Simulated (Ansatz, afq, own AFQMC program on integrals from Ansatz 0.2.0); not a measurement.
AFQMC on a folder of integrals that Ansatz 0.2.0 wrote.

```yaml
crystal:
  periodic: [false, false, false]
  atoms:
    - {symbol: Si, position_ang: [0.000001, 0.000001, -0.119291]}
    - {symbol: H, position_ang: [1.936866, -0.000289, 1.108002]}
    - {symbol: H, position_ang: [-0.968198, 1.677518, 1.107991]}
    - {symbol: H, position_ang: [-0.968690, -1.677245, 1.107974]}
basis:
  gaussian: {orbitals: "6-31++G**"}
total_charge: -1
magnetization: {spin_polarized: false}
correlation: {method: ccsd_t, electrons: outside_noble_gas, hamiltonian_folder: ham}
```

```sh
$ ansatz run in.yaml --threads 1 --pin off --events-out ev --progress --plain --max-ram 1382MiB
```

Options of the walk:

```
--method phaseless --trial cisd --walkers 60 --populations 1 --least-time 40 --time-step 0.005 --steps-per-block 50 --equilibration-blocks 40 --max-blocks 300 --target-error 0.00068 --factor-cut 1e-05 --seed 6327 --release-times 0.24,0.51,0.99,1.62,2.4 --release-step 0.03 --release-every 4 --taylor-order 6
```

Times are imaginary, in 1/Eh. The walk had a cap of 936 s.

Log:

```
orbitals 36  electrons 4 4  factors 250 of 354
reference energy -290.44660298 Eh
CCSD correlation -0.15530985 Eh in 12 cycles, weight of the determinant in the CISD state 0.8192
energy of the start -290.601913 Eh
 block  time / (1/Eh)  mean weight  energy / Eh
     1     0.250  0.9986  -290.600360
     2     0.500  1.0013  -290.600285
     3     0.750  1.0003  -290.600638
     4     1.000  1.0015  -290.601531
     5     1.250  1.0010  -290.601507
     8     2.000  0.9988  -290.605118
    11     2.750  0.9991  -290.604836
    26     6.500  1.0003  -290.608372
    41    10.250  1.0017  -290.607230
    56    14.000  1.0014  -290.611040
    71    17.750  1.0008  -290.607682
    86    21.500  1.0025  -290.606034
   101    25.250  0.9998  -290.604070
   116    29.000  0.9996  -290.609844
   131    32.750  0.9988  -290.618514
   146    36.500  0.9987  -290.613884
   161    40.250  0.9987  -290.608538
   176    44.000  1.0006  -290.610466
   181    45.250  0.9989  -290.602328
   191    47.750  1.0011  -290.607888
   196    49.000  1.0018  -290.607419
blocks merged  error / Eh  count
     1  0.000326  160
     2  0.000418  80
     4  0.000523  40
     8  0.000581  20
    16  0.000553  10
released: time / (1/Eh)  energy / Eh  error  mean overlap
  0.24  -290.609291  0.000706  0.9873
  0.51  -290.610075  0.000649  0.9813
  0.99  -290.610194  0.000616  0.9892
  1.62  -290.608806  0.000528  0.9939
  2.40  -290.609534  0.000749  1.0092
energy -290.608900 +/- 0.000581 Eh
(rows thinned)
```

The run passed its tests (sampling time, drift between the halves within three errors, error under three times the target), which doesn't prove that it has relaxed.

Against this walk (error 15.8 meV) on the same determinant: CCSD(T) 7.3 meV higher (within the noise), CCSDT(Q) 38.3 meV lower. The error is statistical and leaves out the bias of the constraint. Released to 2.40 1/Eh the energy moves by -17 ± 26 meV (both errors), within twice the noise.

Cautions: constraint bias not in the error; higher spins were not checked; restricted determinant unstable towards unrestricted (UHF 121 meV lower, ⟨S²⟩ 0.68); strong correlation (T1 0.037, weight of the determinant 0.82, largest double 0.06); the bias of populations of 60 walkers isn't removed.

The walk took 76 s on 1 thread of Arm Neoverse V2, on a shared host. The log's last line is the phaseless energy.

CCSDT and higher add their correlation energy to the determinant of the CCSD(T) run, since their own runs factorise the integrals more tightly (a shift of under 2 meV). A walk keeps the symmetry of its determinant, which the program's search chose and which needn't be the lowest solution, so a lower state of the same spin and another symmetry isn't excluded.
